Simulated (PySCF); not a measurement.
Computed spin Hamiltonian

Compound: C5H8N (doublet state).
Geometry (GFN2-xTB, Å), atoms numbered from 1 in this order:
```xyz
14
C5H8N angstrom
C      3.086   -0.392   -0.183
C      1.811   -0.160    0.195
C      0.664    0.046    0.566
C     -0.726    0.276    0.907
C     -1.599   -0.842    0.295
N     -1.115    1.620    0.501
H      3.553   -1.342    0.007
H      3.657    0.371   -0.680
H     -0.829    0.234    2.003
H     -2.641   -0.699    0.579
H     -1.270   -1.815    0.648
H     -1.524   -0.823   -0.791
H     -0.973    1.744   -0.496
H     -2.095    1.780    0.706
```

The hyperfine couplings belong to this conformer and change with its torsions.

As a line formula: `[CH2]C#C[C@H](C)N` [radical].

Method used: UKS B3LYP, pcH-1 on C H N, non-relativistic, mean-field spin-orbit, GIAO (PySCF 2.14.0). The structure is a single GFN2-xTB conformer in the gas phase; no vibrational or solvent corrections. Couplings are sensitive to structure, and on GFN2-xTB geometries they can be far from those on DFT ones. Stability of the SCF solution: not tested.

```json
{
  "g1, g2, g3": "2.00218, 2.00284, 2.00316",
  "g_iso": "2.00273",
  "Form of g": "rhombic: the two nearest values differ by 33 % of g3 − g1",
  "⟨S²⟩": "0.7682 (exact 0.7500)",
  "α and β electrons": "23, 22",
  "HOMO–LUMO gap, α and β orbitals": "6.11, 4.30 eV",
  "Total energy": "-250.01075 Eh",
  "Basis functions": "230"
}
```

Isotropic coupling and dipolar principal values T1 to T3, in MHz; ρ(0) is the spin density at the nucleus:

```tsv
atom	isotope	a_iso	T1	T2	T3	Mulliken spin population	ρ(0) (bohr⁻³)
C1	13C	62.5	-59.9	-58.9	118.8	0.78	0.0556
C2	13C	-64.0	-19.7	-2.3	21.9	-0.26	-0.0569
C3	13C	47.5	-45.9	-34.8	80.6	0.53	0.0422
C4	13C	-19.2	-1.0	0.3	0.7	-0.04	-0.0170
C5	13C	34.3	-2.4	-2.2	4.6	0.02	0.0305
N6	14N	1.8	-0.3	-0.2	0.5	0.00	0.0056
H7	1H	-52.1	-27.9	-0.7	28.5	-0.04	-0.0117
H8	1H	-52.1	-27.9	-0.7	28.6	-0.04	-0.0116
H9	1H	59.1	-3.2	-2.3	5.5	0.03	0.0132
H10	1H	6.5	-1.7	-1.1	2.8	0.01	0.0015
H11	1H	-1.2	-2.5	-1.3	3.8	0.00	-0.0003
H12	1H	-1.9	-3.0	-1.1	4.1	0.00	-0.0004
H13	1H	-0.2	-2.1	-1.9	4.0	0.00	-0.0001
H14	1H	-0.6	-1.1	-1.0	2.2	0.00	-0.0001
```

The Mulliken spin populations are largest on C1 (+0.78), C3 (+0.53) and C2 (-0.26). The angles at C1 add up to 360.0°, so it is planar; its axial dipolar tensor and the negative couplings of its protons fit spin in a p orbital normal to that plane.

Axes: g3 points within 2° of the C1–C2 bond.

Under fast tumbling the dipolar parts average out, and these isotropic splittings remain: 1 × 1H (H9, I = 1/2, 2 lines) with 2.11 mT, 1 × 1H (H7, I = 1/2, 2 lines) with 1.86 mT, 1 × 1H (H8, I = 1/2, 2 lines) with 1.86 mT, 1 × 14N (N6, I = 1, 3 lines) with 0.06 mT and 3 × 1H (H10/H11/H12, I = 1/2, 4 lines) with 0.04 mT.

Class means assume fast exchange of nuclei equivalent by connectivity; if that motion is slow, each nucleus keeps its own coupling. H7 and H8 aren't averaged: C1 is flat or nearly so (angle sum 360°), and its turn about the short C1–C2 bond (1.35 Å) is taken as slow. The three 1H nuclei of mean +1.2 MHz run from -1.9 to 6.5 MHz in the frozen geometry.

The 13C coupling of C2 (-64.0 MHz) shows only in satellite lines or after enrichment, since that isotope makes up about 1.07 % of natural carbon.

β density exceeds α density at some nuclei, such as C2 (-0.0569), C4 (-0.0170) and H7 (-0.0117), spin density in bohr⁻³. In a single determinant that takes different orbitals for the two spins, that is spin polarisation.
